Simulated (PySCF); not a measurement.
C₂F₄, SMILES C(F)(=C(F)F)F (connectivity only; charge and spin as stated), charge -1, multiplicity 2. Geometry optimised at PBE-D3(BJ)/def2-SVPD. The multiplicity is an assumed one; other spin states were not compared.

Computed with PBE-D3(BJ)/def2-SVPD (PySCF 2.14.0).

Harmonic wavenumbers (cm⁻¹): 99, 208, 345, 364, 465, 493, 588, 791, 938, 945, 945, 1234. Rotational constants (GHz): 5.153, 3.068, 1.966; symmetry number 2.

**Question.** Work out the zero-point energy and the ideal-gas rigid-rotor harmonic-oscillator thermochemistry at 298.15 K and 1 atm.

**Answer.** ZPE = ½ Σ hcν = ½ × 7414 cm⁻¹ = 44.34 kJ/mol. H − E(el) = 61.82 kJ/mol. Entropy in J/(mol K): translation 166.18, rotation 106.11, vibration 43.26, spin 5.76, total 321.32. G − E(el) = -33.98 kJ/mol. Cp = 86.58 J/(mol K). Modes under 150 cm⁻¹ make the vibrational entropy uncertain.
